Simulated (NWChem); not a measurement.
System: acetylene (C2H2); SMILES C#C

Here is an NWChem input.

```
start job
memory heap 200 mb stack 900 mb global 1100 mb
geometry units angstroms noautoz
  C      0.000000     0.000000    -0.604265
  C      0.000000     0.000000     0.604265
  H      0.000000     0.000000    -1.679242
  H      0.000000     0.000000     1.679242
end
basis spherical
  * library def2-tzvp
end
dft
  xc b3lyp
  iterations 150
  mulliken
end
task dft energy
```

The geometry was optimised at PBE0/def2-SVP.

Q: What results follow from this input? (B3LYP/def2-TZVP.) Quantities: basis functions; energy (Ha); highest occupied level (eV); orbital gap (eV).

A: The number of basis functions is 74, the energy (Ha) comes out as -77.36 and the highest occupied level (eV) is -8.13. The orbital gap (eV) is 8.64.
